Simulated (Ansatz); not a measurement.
For 1T (CdI2-type) TaS2, PBE-D3(BJ) (Ansatz, an electronic-structure program, PAW) gives:

- equilibrium lattice constant a = 3.328 Å
- lattice parameter c = 5.787 Å

Task: What does PBE0 (PAW; Ansatz) give for the same quantities?

Result: 
- lattice constant a: 3.355 Å (goes up by 0.8 %)
- lattice parameter c: 6.537 Å (grows by 13 %)

Changes are worked out from the printed values.

Unless a cell is named, each level is at its own relaxed cell (PBE-D3(BJ) 18.51, PBE0 21.24 Å³/atom).

Levels without +SOC leave out spin–orbit coupling, which shifts energies and cells of such heavy elements.

Caveats: the cell comes from a level without a dispersion term, which matters for the spacing of layers, chains or molecules (PBE0). Ansatz's density-functional and Hartree–Fock values are scalar-relativistic unless marked +SOC, with PAW data made under PBE.
